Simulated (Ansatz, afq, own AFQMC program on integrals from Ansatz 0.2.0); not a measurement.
AlF⁻, quartet → AlF, quintet

```xyz
2

Al    0.0000    0.0000    0.0000
F     0.0000    0.0000    1.7190
```

E(quintet, charge +0) − E(quartet, charge -1) at this geometry, on UHF and UHF determinants.

Basis aug-cc-pVDZ. Noble-gas cores (and the filled d shells of Ga–Kr and In–Xe) are frozen. Ansatz 0.2.0 and our own AFQMC program on the same integrals; the CISD trial comes from CCSD amplitudes, and released means the phaseless constraint is let go. Error bars are statistical, one sigma. The errors of all members are added in quadrature.

No full CI on the walks' own integrals is used here; CCSDT(Q) serves as the reference and is uncertain by about the last step of the cluster series. Each member takes its own surest rung, up to full CI.

Errors are counted within aug-cc-pVDZ, not against nature.

Cautions: AlF⁻ (quartet): lower spins were not checked, its ph-AFQMC/CISD value lies 42 ± 11 meV above CCSDT(Q); AlF (quintet): lower spins were not checked; this needn't be the first ionization.

```csv
level,vertical detachment energy (kcal/mol)
CCSD,194.4
MP2,201.6
```

**Question.** From these cheaper values, estimate the vertical detachment energy at the reference level in aug-cc-pVDZ.

**Answer.** 196.6 kcal/mol (CCSDT(Q) in aug-cc-pVDZ).

| level | vertical detachment energy (kcal/mol) | error against CCSDT(Q) (kcal/mol) |
| --- | --- | --- |
| HF | 154.4 | -42.2 |
| CCSD(T) | 196.4 | -0.3 |
| CCSDT | 196.4 | -0.2 |
| ph-AFQMC/CISD | 196.0 ± 0.3 | -0.7 ± 0.3 |
| released AFQMC | 196.5 ± 0.5 | -0.2 ± 0.5 |

Correlation beyond CCSD(T) adds 0.3 kcal/mol. The perturbative (T) step is worth +1.9 kcal/mol.

A walk keeps the symmetry of its determinant, which the program's search chose and which needn't be the lowest solution, so a lower state of the same spin and another symmetry isn't excluded. Released energies are given only where the last usable release times agree within the noise; a slower fall can still hide under it.
